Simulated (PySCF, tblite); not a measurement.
C4H9OP.
Cartesian coordinates in Å at the GFN2-xTB level; atoms count from 1:
```xyz
15
C4H9OP angstrom
C     -2.614    0.207    0.523
C     -1.836   -0.518   -0.262
P     -0.958    0.110   -1.723
C      0.768   -0.271   -1.139
O      0.938    0.354    0.103
C      2.213    0.158    0.658
H     -2.747    1.265    0.369
H     -3.150   -0.226    1.353
H     -1.730   -1.586   -0.108
H     -0.910    1.438   -1.300
H      1.493    0.102   -1.881
H      0.899   -1.364   -1.066
H      2.994    0.582    0.013
H      2.216    0.668    1.619
H      2.420   -0.909    0.808
```

Computed, not measured: B3LYP/def2-SVPD in PySCF (dipole) on a GFN2-xTB geometry, gas phase.

Masses are those of the commonest isotopes; rigid-rotor values at the optimised geometry. The values belong to one conformer with, in the numbering `[CH2:1]=[CH:2][PH:3][CH2:4][O:5][CH3:6]`, C1–C2–P3–C4 120°, C2–P3–C4–O5 -55°, P3–C4–O5–C6 -179°.

What are A, B and C (GHz)?

Ia = 111.20, Ib = 288.39, Ic = 366.63 u·Å²; 505379 MHz·u·Å²/I gives 4545, 1752 and 1378 MHz, that is A = 4.5450, B = 1.7524, C = 1.3784 GHz.

Classify the top.

An asymmetric top; Ray's κ = -0.764.

Is it planar, by Δ = Ic − Ia − Ib?

Not planar: Δ = Ic − Ia − Ib = -32.95 u·Å². For a rigid frame Δ = −2 Σ m c², so Σ m c² = 16.48 u·Å² lies off the ab plane: 9.94 from hydrogen and 6.53 from heavier atoms. The atom farthest from that plane is 1.60 Å away.

List the rotational levels J(Ka,Kc) to J = 5 (cm⁻¹).

Above 0(0,0):
J = 1: 1(0,1) 0.1044, 1(1,1) 0.1976, 1(1,0) 0.2101
J = 2: 2(0,2) 0.3121, 2(1,2) 0.3940, 2(1,1) 0.4314, 2(2,1) 0.7108, 2(2,0) 0.7120
J = 3: 3(0,3) 0.6208, 3(1,3) 0.6879, 3(1,2) 0.7626, 3(2,2) 1.0242, 3(2,1) 1.0299, 3(3,1) 1.5218, 3(3,0) 1.5219
J = 4: 4(0,4) 1.0274, 4(1,4) 1.0785, 4(1,3) 1.2028, 4(2,3) 1.4410, 4(2,2) 1.4579, 4(3,2) 1.9417, 4(3,1) 1.9421, 4(4,1) 2.6354, 4(4,0) 2.6354
J = 5: 5(0,5) 1.5288, 5(1,5) 1.5650, 5(1,4) 1.7503, 5(2,4) 1.9605, 5(2,3) 1.9983, 5(3,3) 2.4672, 5(3,2) 2.4691, 5(4,2) 3.1602, 5(4,1) 3.1602, 5(5,1) 4.0523, 5(5,0) 4.0523
The levels of one J sum to (2J + 1)J(J + 1)(A + B + C)/3.

Which types of transition are allowed, and where do some lines up to J = 3 fall?

The dipole components are |μa| = 1.58 D, |μb| = 0.41 D, |μc| = 0.58 D. Intensities carry the squares of the components, which stand as 1.00 : 0.07 : 0.13 (a : b : c). Some lines, for components of 0.1 D or more:

```tsv
type	branch	J(Ka,Kc)	MHz	lower level (cm⁻¹)
c	Q	3(1,3) ← 3(0,3)	2010	0.621
a	Q	3(1,2) ← 3(1,3)	2242	0.688
c	Q	2(1,2) ← 2(0,2)	2454	0.312
c	Q	1(1,1) ← 1(0,1)	2793	0.104
a	R	1(0,1) ← 0(0,0)	3131	0.000
b	Q	1(1,0) ← 1(0,1)	3167	0.104
b	Q	3(1,2) ← 3(0,3)	4252	0.621
a	R	2(1,2) ← 1(1,1)	5888	0.198
b	R	1(1,1) ← 0(0,0)	5923	0.000
a	R	2(0,2) ← 1(0,1)	6227	0.104
a	R	2(1,1) ← 1(1,0)	6636	0.210
b	R	3(0,3) ← 2(1,2)	6801	0.394
b	Q	2(2,0) ← 2(1,1)	8413	0.431
a	R	3(2,2) ← 2(2,1)	9393	0.711
b	Q	2(2,1) ← 2(1,2)	9500	0.394
a	R	3(2,1) ← 2(2,0)	9531	0.712
b	Q	3(2,2) ← 3(1,3)	10081	0.688
b	R	3(1,3) ← 2(0,2)	11264	0.312
b	Q	3(3,1) ← 3(2,2)	14919	1.024
b	R	2(2,1) ← 1(1,0)	15013	0.210
b	R	2(2,0) ← 1(1,1)	15422	0.198
b	R	3(2,2) ← 2(1,1)	17770	0.431
c	R	3(2,2) ← 2(1,2)	18892	0.394
b	R	3(2,1) ← 2(1,2)	19066	0.394
b	R	3(3,1) ← 2(2,0)	24276	0.712
c	R	3(3,0) ← 2(2,0)	24278	0.712
```

Estimate the classical rotational partition function at 10 K, 25 K and 200 K.

Point group C1, symmetry number σ = 1; q = (√π/σ)·√((kT/h)³/(ABC)), k/h = 20836.6 MHz/K: 1610 at 10 K, 6360 at 25 K, 144000 at 200 K.

Its GFN2-xTB frequencies are all real (lowest 54 cm⁻¹). Constants of a rigid frame at the computed geometry: no zero-point averaging, no centrifugal distortion. A rigid rotor knows nothing of internal rotation, which can split or shift real lines.
